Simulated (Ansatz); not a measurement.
Reaction (SMILES): [C-]#[S+] (C-S) + 3 [H][H] (H2) → C (CH4) + S (H2S)
B3LYP-D3(BJ)/def2-TZVP geometries, fixed; electronic energies without zero-point terms.
Largest species:
```
C
H 1 1.0892
H 1 1.0892 2 109.47
H 1 1.0892 2 109.47 3 120.00
H 1 1.0892 2 109.47 3 -120.00
```
Charge 0, spin multiplicity 1.

Basis-set convergence of the energy of full hydrogenation at B3LYP with Ansatz (a first-principles code). All functions are spherical. The program fits the integrals of some runs and decomposes those of others, by size. No added dispersion term, no relativity. Functions are those of the species that has most. Reference: the value in aug-pcseg-3, -106.13 kcal/mol, itself unsure by roughly 0.07 kcal/mol (its mean distance from aug-cc-pV(Q+d)Z, def2-QZVPPD, pcseg-3). Deviations are taken from unrounded values.

```
basis            functions
---------------  ---------
pcseg-0                 22
pcseg-1                 34
cc-pV(D+d)Z             37
aug-cc-pV(D+d)Z         59
cc-pV(T+d)Z             86
pcseg-2                 86
jun-cc-pV(T+d)Z         95
aug-cc-pV(T+d)Z        138
cc-pV(Q+d)Z            175
pcseg-3                192
aug-cc-pV(Q+d)Z        264
```

**Question.** Which is the smallest set listed that can be trusted to 4 kcal/mol here, that is, within that of the reference together with its larger relatives (same family, alike in diffuse functions; a set with none to test it counts only in the reference's own line)?

**Answer.** The smallest set listed that lies within 4 kcal/mol of the reference with all its larger relatives (same family, alike in diffuse functions; a set with none counts only in the reference's own line) is pcseg-1 (34 functions, -1.58 kcal/mol off). Value minus reference: pcseg-0 -7.62, pcseg-1 -1.58, cc-pV(D+d)Z -0.99, aug-cc-pV(D+d)Z -2.79, cc-pV(T+d)Z -0.33, pcseg-2 -0.52, jun-cc-pV(T+d)Z -0.18, aug-cc-pV(T+d)Z -0.24, cc-pV(Q+d)Z -0.10, pcseg-3 -0.11, aug-cc-pV(Q+d)Z -0.01 kcal/mol.
